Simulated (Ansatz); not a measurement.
Born–Oppenheimer molecular dynamics of CH₆Si (8 atoms, charge 0, multiplicity 1). It starts at the highest image of a converged band. Of that band: Neighbouring images differ by up to 1.3 eV, so the band resolves the path poorly. A vibrational analysis at the climbing image gives one clearly imaginary mode, 1218i cm⁻¹: a first-order saddle point.

These are results of RKS PBE0-D4/def2-SVP (Ansatz 0.2.0), not measurements.

* ensemble: NVE (velocity Verlet)
* time step: 0.5 fs
* steps asked: 200
* starting velocities drawn for: 300 K
* seed: 3256

Frames 1 fs apart, positions in Å, forces in eV/Å.

Velocities at 40.0 fs (Å/ps):

```
Si 2.52 0.55 -1.13
C 3.71 0.31 -10.53
H -44.39 3.43 -48.10
H 0.70 -2.50 23.03
H -25.39 -12.65 -8.27
H 51.12 -16.37 64.67
H -51.22 15.01 59.96
H -45.17 -5.83 65.78
```

```xyz
8
Properties=species:S:1:pos:R:3:forces:R:3 time_fs=40.0 energy_less_start_eV=-1.194 T=1840
Si 0.395 0.003 -0.226 -4.39 0.51 -3.94
C 0.785 0.008 1.459 2.94 1.27 1.89
H 0.074 -0.456 2.101 -0.82 -0.53 0.59
H 1.727 -0.567 1.428 0.11 -0.04 0.92
H 1.019 1.057 1.798 -0.12 -0.92 -0.09
H 0.867 -0.063 -1.548 3.02 -0.41 -1.27
H -0.381 1.124 -0.841 -0.36 0.88 0.95
H -0.625 -0.950 -0.760 -0.37 -0.77 0.95
8
Properties=species:S:1:pos:R:3:forces:R:3 time_fs=41.0 energy_less_start_eV=-1.500 T=2234
Si 0.396 0.004 -0.228 -5.11 0.59 -3.39
C 0.790 0.009 1.450 2.29 0.47 2.34
H 0.026 -0.455 2.055 -0.34 -0.29 0.32
H 1.728 -0.569 1.455 0.06 -0.06 0.87
H 0.993 1.041 1.789 0.06 -0.32 0.14
H 0.932 -0.081 -1.491 3.04 -0.40 -1.91
H -0.433 1.143 -0.776 0.00 0.56 0.83
H -0.672 -0.960 -0.690 -0.01 -0.55 0.81
8
Properties=species:S:1:pos:R:3:forces:R:3 time_fs=42.0 energy_less_start_eV=-1.828 T=2656
Si 0.396 0.004 -0.231 -5.47 0.60 -3.44
C 0.797 0.010 1.442 1.42 -0.61 2.71
H -0.025 -0.457 2.013 0.36 0.05 -0.02
H 1.730 -0.572 1.491 -0.01 -0.06 0.80
H 0.968 1.021 1.782 0.24 0.47 0.43
H 1.027 -0.103 -1.451 2.65 -0.34 -1.74
H -0.486 1.167 -0.704 0.41 0.19 0.66
H -0.718 -0.974 -0.612 0.42 -0.30 0.61
8
Properties=species:S:1:pos:R:3:forces:R:3 time_fs=43.0 energy_less_start_eV=-2.102 T=3007
Si 0.394 0.005 -0.235 -5.23 0.50 -3.94
C 0.805 0.010 1.436 0.64 -1.54 2.88
H -0.072 -0.458 1.970 0.99 0.33 -0.23
H 1.732 -0.576 1.534 -0.12 -0.04 0.69
H 0.945 1.006 1.779 0.36 1.14 0.68
H 1.146 -0.129 -1.427 1.75 -0.18 -0.86
H -0.535 1.193 -0.625 0.79 -0.15 0.43
H -0.761 -0.992 -0.528 0.82 -0.05 0.34
8
Properties=species:S:1:pos:R:3:forces:R:3 time_fs=44.0 energy_less_start_eV=-2.237 T=3180
Si 0.391 0.007 -0.241 -4.47 0.30 -4.35
C 0.813 0.010 1.433 0.14 -1.86 2.93
H -0.111 -0.456 1.925 1.42 0.48 -0.24
H 1.732 -0.581 1.584 -0.24 0.00 0.56
H 0.925 1.002 1.782 0.39 1.33 0.76
H 1.282 -0.156 -1.412 0.54 0.02 0.16
H -0.576 1.218 -0.543 1.08 -0.43 0.17
H -0.796 -1.009 -0.441 1.14 0.15 0.02
8
Properties=species:S:1:pos:R:3:forces:R:3 time_fs=45.0 energy_less_start_eV=-2.206 T=3140
Si 0.386 0.008 -0.248 -3.49 0.09 -4.27
C 0.822 0.008 1.432 -0.06 -1.45 2.94
H -0.136 -0.450 1.878 1.56 0.50 -0.08
H 1.731 -0.585 1.639 -0.34 0.04 0.40
H 0.909 1.010 1.793 0.35 0.92 0.60
H 1.424 -0.182 -1.395 -0.63 0.23 0.87
H -0.607 1.238 -0.458 1.27 -0.62 -0.12
H -0.820 -1.026 -0.354 1.34 0.30 -0.32
8
Properties=species:S:1:pos:R:3:forces:R:3 time_fs=46.0 energy_less_start_eV=-2.036 T=2923
Si 0.379 0.009 -0.256 -2.50 -0.09 -3.69
C 0.830 0.004 1.433 -0.03 -0.56 2.87
H -0.145 -0.439 1.831 1.41 0.38 0.21
H 1.726 -0.589 1.699 -0.42 0.07 0.22
H 0.897 1.027 1.809 0.30 0.16 0.29
H 1.559 -0.207 -1.370 -1.53 0.38 1.17
H -0.625 1.253 -0.375 1.35 -0.71 -0.41
H -0.831 -1.040 -0.270 1.41 0.37 -0.66
8
Properties=species:S:1:pos:R:3:forces:R:3 time_fs=47.0 energy_less_start_eV=-1.779 T=2592
Si 0.372 0.011 -0.266 -1.57 -0.24 -2.78
C 0.838 0.001 1.437 0.21 0.44 2.66
H -0.142 -0.424 1.785 0.96 0.15 0.59
H 1.716 -0.592 1.760 -0.45 0.09 0.04
H 0.887 1.045 1.828 0.28 -0.58 -0.02
H 1.680 -0.228 -1.335 -2.14 0.48 1.16
H -0.631 1.261 -0.296 1.32 -0.72 -0.68
H -0.829 -1.050 -0.192 1.37 0.37 -0.97
8
Properties=species:S:1:pos:R:3:forces:R:3 time_fs=48.0 energy_less_start_eV=-1.489 T=2219
Si 0.364 0.012 -0.277 -0.68 -0.36 -1.75
C 0.847 -0.002 1.442 0.59 1.28 2.30
H -0.130 -0.408 1.745 0.29 -0.14 0.99
H 1.703 -0.594 1.821 -0.43 0.07 -0.13
H 0.880 1.058 1.847 0.29 -1.06 -0.25
H 1.781 -0.245 -1.288 -2.51 0.54 1.00
H -0.625 1.262 -0.224 1.21 -0.65 -0.92
H -0.813 -1.057 -0.124 1.25 0.32 -1.24
8
Properties=species:S:1:pos:R:3:forces:R:3 time_fs=49.0 energy_less_start_eV=-1.220 T=1875
Si 0.356 0.013 -0.288 0.20 -0.49 -0.73
C 0.856 -0.005 1.450 0.94 1.81 1.86
H -0.115 -0.393 1.715 -0.43 -0.42 1.32
H 1.686 -0.596 1.882 -0.35 0.03 -0.29
H 0.876 1.060 1.863 0.31 -1.22 -0.36
H 1.857 -0.256 -1.231 -2.74 0.57 0.76
H -0.606 1.257 -0.160 1.03 -0.49 -1.12
H -0.786 -1.060 -0.067 1.04 0.21 -1.45
8
Properties=species:S:1:pos:R:3:forces:R:3 time_fs=50.0 energy_less_start_eV=-1.022 T=1619
Si 0.348 0.014 -0.299 1.10 -0.62 0.17
C 0.866 -0.005 1.459 0.99 1.90 1.43
H -0.104 -0.382 1.697 -0.90 -0.57 1.51
H 1.665 -0.597 1.939 -0.22 -0.04 -0.42
H 0.875 1.052 1.876 0.33 -1.04 -0.33
H 1.908 -0.262 -1.168 -2.85 0.58 0.50
H -0.578 1.247 -0.107 0.78 -0.25 -1.26
H -0.749 -1.062 -0.024 0.77 0.04 -1.59
8
Properties=species:S:1:pos:R:3:forces:R:3 time_fs=51.0 energy_less_start_eV=-0.915 T=1481
Si 0.341 0.015 -0.311 1.99 -0.76 0.91
C 0.876 -0.005 1.469 0.54 1.46 1.05
H -0.101 -0.377 1.693 -0.87 -0.51 1.50
H 1.642 -0.599 1.993 -0.06 -0.13 -0.52
H 0.877 1.033 1.886 0.35 -0.53 -0.18
H 1.931 -0.262 -1.099 -2.88 0.59 0.22
H -0.542 1.235 -0.066 0.48 0.06 -1.33
H -0.705 -1.063 0.003 0.44 -0.19 -1.66
```

Of the whole run (100 fs, mean temperature of the second half 1963 K): The conserved energy stayed within 0.68 meV per atom of its start (net change 0.041 meV per atom), so the integration is sound. The system heated up, since it started high on the potential surface and ran downhill. A run of 0.1 ps of so small a system gives no equilibrium averages. The orbitals stay closed-shell, which can raise the energy where a bond breaks towards radicals; this wasn't checked here.

Time of the run: 4.6 min on 1 thread of Arm Neoverse V1, on a shared host, peak memory 0.11 GiB.
